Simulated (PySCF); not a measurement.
Electric field gradients and quadrupole coupling constants

2-chlorofuran, C4H3ClO.
Structure used (PBE0-D3(BJ)/def2-SVP), in Å, numbered top down from 1:
```xyz
9
C4H3ClO angstrom
Cl     2.5752   -0.6969   -0.1433
C      0.9271   -0.3022   -0.0432
C      0.2837    0.8961    0.0546
C     -1.1085    0.5680    0.1014
C     -1.1833   -0.7894    0.0284
O      0.0575   -1.3237   -0.0595
H      0.7489    1.8774    0.0879
H     -1.9446    1.2595    0.1794
H     -2.0067   -1.4979    0.0270
```

Field gradients from the PBE0/pcSseg-1 density (PySCF, non-relativistic), principal values in atomic units, ordered |Vxx| ≤ |Vyy| ≤ |Vzz|:

```json
{"atom": "Cl1", "Vxx": "-1.9668", "Vyy": "-2.1337", "Vzz": "4.1005"}
{"atom": "O6", "Vxx": "-0.6866", "Vyy": "-0.8080", "Vzz": "1.4946"}
```

Problem. Find the asymmetry η = (Vxx − Vyy)/Vzz and the couplings χ = eQV/h (234.96 MHz × Q in barn × V in au), with Q(35Cl) = −0.0817 b, Q(17O) = −0.0256 b.

Solution. 
```csv
atom,environment,nucleus,η,χzz (MHz),χxx (MHz),χyy (MHz)
Cl1,aryl chlorine,35Cl,0.04,-78.72,37.76,40.96
O6,furan-type oxygen,17O,0.08,-8.99,4.13,4.86
```

The gradient is axial or nearly so (η below 0.05) at Cl1. The tensor is traceless: Vxx + Vyy + Vzz = 0.

Problem. What is Vzz at O6 in SI units (1 au = 9.71736 × 10²¹ V/m²)?

Solution. 1.4946 au = 14.523 × 10²¹ V/m².

Problem. And the gradient at the other heavy atoms, for which no coupling is worked out here?

Solution. 
```
atom                        environment  Vzz (au)     η
  C2               aromatic C–Cl carbon     0.349  0.11
  C3                 aromatic CH carbon     0.138  0.37
  C4                 aromatic CH carbon     0.189  0.41
  C5  aromatic CH next to a ring oxygen     0.345  0.91
```

Problem. What couplings would deuterons (Q(2H) = 0.00286 b) have in place of the hydrogens, at this geometry?

Solution. 
```tsv
atom	bonded to	bond length (Å)	Vzz (au)	η	χzz (kHz)
H7	C3	1.086	0.3179	0.08	214
H8	C4	1.088	0.3162	0.07	212
H9	C5	1.086	0.3128	0.12	210
```

Isolated species at its PBE0-D3(BJ)/def2-SVP geometry, gas phase. With a basis this small, the couplings can be 20 % off.
